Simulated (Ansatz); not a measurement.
For bcc W, LDA (Ansatz, a first-principles code, PAW) gives:

- lattice parameter a: 3.135 Å
- bulk modulus B0: 335 GPa
- elastic constant C11: 569 GPa
- elastic constant C44: 149 GPa
- polycrystal shear modulus: 159 GPa

What does r²SCAN+SOC in Ansatz (plane waves, PAW) give for the same quantities?


- lattice constant a: 3.170 Å (increases by 1.1 %)
- bulk modulus: 319 GPa (drops by 4.8 %)
- elastic constant C11: 539 GPa (decreases by 5.3 %)
- elastic constant C44: 153 GPa (rises by 2.7 %)
- Voigt–Reuss–Hill shear modulus: 158 GPa (hardly moves)

For comparison: lattice constant a 3.16 Å (measured, static lattice: zero-point anharmonic expansion removed; as tabulated in Mejia-Rodriguez and Trickey (2018), arXiv:1807.09216); bulk modulus 312 GPa (measured, zero-point energy and finite temperature contributions removed, our sources range from 300 to 328; as tabulated in doi:10.1021/acs.jctc.3c00612); elastic constant C11 533 GPa (measured, 0 K, extrapolated to 0 K; zero-point effects included; as tabulated in Wang et al. (2022), arXiv:2209.12322); elastic constant C44 163 GPa (measured, 0 K, extrapolated to 0 K; zero-point effects included; as tabulated in Wang et al. (2022), arXiv:2209.12322).

Changes are worked out from the printed values.

Unless a cell is named, each level is at its own relaxed cell (LDA 15.41, r²SCAN+SOC 15.92 Å³/atom).

Levels without +SOC leave out spin–orbit coupling, which shifts energies and cells of such heavy elements.

Caveats: shear constants of such metals converge slowly with the k mesh (LDA, r²SCAN+SOC). Ansatz's density-functional and Hartree–Fock values are scalar-relativistic unless marked +SOC, with PAW data made under PBE.
